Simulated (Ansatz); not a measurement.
# LiSiH3 (SMILES [Li][SiH3]): single points off equilibrium

One table from this session's results is given with a row withheld; the runs are named, their logs left out.

The runs use Ansatz 0.2.0, Gaussian basis; single points in def2-TZVPP.

Cores are frozen in the correlated methods. The outer core shell of Li, Na, Mg and K is correlated.

## Starting geometry

SMILES `[Li][SiH3]`, 5 atoms, charge 0, spin multiplicity 1.

Atoms are counted from 1 here; the program's logs count them from 0.

Bond lengths: Li1–Si2 2.567 Å, Si2–H3 1.533 Å, Si2–H4 1.555 Å, Si2–H5 1.335 Å. Angles: Li1–Si2–H3 111.9°, Li1–Si2–H4 115.7°, Li1–Si2–H5 111.4°, H3–Si2–H4 105.6°, H3–Si2–H5 95.2°, H4–Si2–H5 114.9°.

Geometry (Å):

```csv
atom,x (Å),y (Å),z (Å)
Li1,-2.33220,0.70710,0.48680
Si2,0.09870,-0.01440,0.08520
H3,0.54420,0.25160,-1.35680
H4,0.40830,-1.51560,0.34960
H5,0.95890,0.84360,0.63880
```

Set-up of the first run:

File run/in.yaml:

```yaml
crystal:
  periodic: [false, false, false]
  atoms:
    - {symbol: Li, position_ang: [-2.332200, 0.707100, 0.486800]}
    - {symbol: Si, position_ang: [0.098700, -0.014400, 0.085200]}
    - {symbol: H, position_ang: [0.544200, 0.251600, -1.356800]}
    - {symbol: H, position_ang: [0.408300, -1.515600, 0.349600]}
    - {symbol: H, position_ang: [0.958900, 0.843600, 0.638800]}
basis:
  gaussian: {orbitals: def2-TZVPP}
correlation: {method: ccsd_t}
output: {forces: true}
```

No record of the launch command was kept for these runs.

Among the steps run: CCSD(T)/def2-TZVPP; PBE0-D4/def2-TZVPP; wB97M-V/def2-TZVPP; r2SCAN-D4/def2-TZVPP; PBE-D4/def2-TZVPP; BLYP-D4/def2-TZVPP; wB97X-V/def2-TZVPP.

One of the session's tables, all rows but one given; the rest of the session is left out.

| method | RMS force component (eV/Å) | angle to CCSD(T) forces (°) | dipole (D) |
| --- | --- | --- | --- |
| CCSD(T) | 1.578 | reference | 7.25 |
| PBE0-D4 | 1.588 | 1.1 | 6.99 |
| wB97M-V | 1.550 | 1.5 | 7.04 |
| r2SCAN-D4 | 1.577 | 1.0 | 7.09 |
| PBE-D4 | ? | ? | ? |
| BLYP-D4 | 1.548 | 2.1 | 6.66 |
| wB97X-V | 1.596 | 0.5 | 7.18 |

**Question.** Estimate the row for PBE-D4.

As computed: RMS force component (eV/Å): 1.598; angle to CCSD(T) forces (°): 3.5; dipole (D): 6.72. In the column «RMS force component (eV/Å)» it is the highest.
